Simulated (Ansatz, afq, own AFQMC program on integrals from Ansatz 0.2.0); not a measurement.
Where AFQMC and coupled cluster stand for CHSi, quartet

```xyz
3

Si    0.0000    0.0326    0.6172
C     0.0000   -0.1270   -1.2686
H     0.0000    0.6065   -2.0825
```

Connectivity, by distances: Si–CH.

Basis cc-pVDZ. Noble-gas cores (and the filled d shells of Ga–Kr and In–Xe) are frozen. AFQMC by an in-house program on the Cholesky factors that Ansatz 0.2.0 writes for its CCSD(T) run. ph-AFQMC/CISD is guided by a CISD state made of CCSD amplitudes; releasing the constraint for a short imaginary time cuts its bias at the price of noise, slowly where states lie close. Free projection: walkers drawn from exp(T), propagated without any constraint. Its projection time is finite, and what remains of the start isn't in its error. Error bars are statistical, one sigma.

Determinant: UHF, the one that the program's search chose, which needn't be the lowest solution. The geometry is a point of a scan.

No full CI on the walks' own integrals is used here; CCSDT(Q) serves as the reference and is uncertain by about the last step of the cluster series.

Cautions: lower spins were not checked.

The T1 diagnostic is 0.0290, the weight of the determinant in the CISD state is 0.880 and the ⟨S²⟩ of the determinant is 3.784. The size of the correlated space is 9 electrons in 31 orbitals.

Reference: CCSDT(Q), correlation energy -4.996 eV. The released energy is read at 2.40 1/Eh (meV from the phaseless value at times in 1/Eh: 8 ± 9 at 0.24, 12 ± 7 at 0.51, -7 ± 8 at 0.99, -13 ± 11 at 1.62, -5 ± 12 at 2.40).

| level | E − E(reference) (kJ/mol) | share of correlation (%) |
| --- | --- | --- |
| HF | 482.0 | 0.00 |
| MP2 | 111.7 | 76.83 |
| CCSD | 17.5 | 96.37 |
| CCSD(T) | 4.3 | 99.11 |
| CCSDT | 0.9 | 99.82 |
| ph-AFQMC/HF | 11.5 ± 4.9 | 97.62 |
| ph-AFQMC/CISD | 0.5 ± 0.9 | 99.90 |
| released AFQMC | 0.0 ± 1.1 | 100.01 |
| free AFQMC | 2.0 ± 1.5 | 99.58 |

Free projections are given only where their last times agree within the noise and don't stop above the reference; a slow remainder of the start can still hide under it. A walk keeps the symmetry of its determinant, which the program's search chose and which needn't be the lowest solution, so a lower state of the same spin and another symmetry isn't excluded. Released energies are given only where the last usable release times agree within the noise; a slower fall can still hide under it.
